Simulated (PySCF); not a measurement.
Wall times of GIAO shielding runs at PBE0/pcSseg-1 with PySCF 2.14 (density fitting, gas phase, population analyses included), each on 1 thread of an Arm Neoverse V1, shared host:

```
                SMILES  atoms  basis functions  SCF cycles  wall time (s)
                [CH]Cl      3               46          11            2.2
        C=C[C@H](Cl)CO     13              144          14             20
             CSc1cccs1     13              163          14             22
          Nc1ccc(O)cc1     15              171          14             21
      C#CC1(C(N)=O)CC1     15              171          16             25
CS[Si@H](C#N)[SiH2]C#N     14              187          15             42
```

Problem. How does the time grow with the number of basis functions N?

Solution. A log–log fit gives t ∝ N^1.9 over this range; fixed costs weigh on the small cases, and a shared host adds scatter.

Problem. Estimate size and time for `OCc1ccccn1`, `C=Cc1cc1=O`, `CO[SiH2][SiH2]C(C)=C(F)F`, `Cc1c[n+](C)ccn1`.

Solution. OCc1ccccn1: 171 functions, 22 s measured (the fit gives 26 s); C=Cc1cc1=O: 122 functions, 8 s measured (the fit gives 14 s); CO[SiH2][SiH2]C(C)=C(F)F: 217 functions, 75 s measured (the fit gives 41 s); Cc1c[n+](C)ccn1: 181 functions, 25 s measured (the fit gives 29 s).
